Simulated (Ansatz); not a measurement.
System: rutile PbO2. Method: RPBE (plane waves, PAW; Ansatz, a program for electronic structure).

Run with plane-wave cutoff 520 eV, 12×12×16 k mesh (along the axes of the cell as run), Fermi–Dirac smearing 0.05 eV, scalar-relativistic PAW data made under PBE.

Cell (measured lattice):

```
PbO2
1.0
    4.95780     0.00000     0.00000
    0.00000     4.95780     0.00000
    0.00000     0.00000     3.38780
Pb O
2 4
Cartesian
  0.00000   0.00000   0.00000
  2.47890   2.47890   1.69390
  1.52253   1.52253   0.00000
  4.00143   0.95637   1.69390
  0.95637   4.00143   1.69390
  3.43527   3.43527   0.00000
```

Problem. Give the computed smallest direct gap on the k points sampled.

Solution. 
* **smallest direct gap on the k points sampled**: 0.08 eV (under three smearing widths, so not firm)

Note: cell and atoms aren't relaxed at this level (largest force component 0.05 eV/Å, pressure 12.8 GPa).

Spin–orbit coupling is not included; it can close the smallest gap of 0.02 eV.

Static lattice: no zero-point or thermal effects.

The result took around 40 core-seconds (rough).
